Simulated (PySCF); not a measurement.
C₃H₄ClO (charge +1).
Geometry (PBE0-D3(BJ)/def2-SVP, Å), atoms numbered from 1 in this order:
```
atom  x, y, z in Å
C1    -1.003   -0.342    0.041
C2     0.261    0.505   -0.072
Cl3    0.663    1.436    1.392
C4     1.454   -0.299   -0.265
O5     2.375   -0.919   -0.385
H6    -1.838    0.359    0.178
H7    -0.953   -1.016    0.906
H8    -1.172   -0.914   -0.883
H9     0.224    1.194   -0.939
```

The calculation used delta-SCF UKS SCAN, pcX-2 on the ionised atom, pcseg-1 elsewhere, spin-free X2C (PySCF). Each binding energy is the total energy of the core-ionised species, with the hole localised on one atom, minus that of the ground state; both are solved self-consistently, so orbital relaxation is included.

Some binding energies are withheld.

| atom(s) | bonded to | level | binding energy (eV) |
| --- | --- | --- | --- |
| C1 | C and 3 H | C 1s | ? |
| C2 | Cl, 2 C and H | C 1s | 300.52 |
| O5 | C (triple bond) | O 1s | 548.64 |
| Cl3 | C | Cl 1s | 2834.98 |
| Cl3 | C | Cl 2p3/2 | ? |

Q: What is the Cl 2p3/2 binding energy of Cl3?

A: 212.37 eV (alkyl chlorine), with 2p1/2 at 214.03 eV.

Q: What is the C 1s binding energy of C1?

A: 297.16 eV (methyl carbon). The other listed C 1s value is that of C2; the shift against it is -3.36 eV.

Lowest listed C 1s: C1, bonded to C and 3 H. Highest, 3.36 eV above it: C2, bonded to Cl, 2 C and H. Summing the Pauling electronegativity differences to the bonded atoms, each weighted by its formal bond order, gives -1.05 for the lowest site and +0.26 for the highest.

Q: Give the binding energy of Cl 1s of Cl3 in hartree and in kJ/mol.

A: 2834.98 eV = 104.1836 Eh = 273534 kJ/mol.

The list is incomplete; no value stands for C 1s of C4 (hole states with ⟨S²⟩ of 1 or more are left out). Spin–orbit and ligand-field terms were added within each 2p shell after the spin-free SCF. 2p1/2 minus 2p3/2 (ligand field included): Cl 1.66 eV. The species carries charge +1, so core ionisation leaves charge +2. Geometry: PBE0-D3(BJ)/def2-SVP; no solvent, vibrations or thermal averaging.
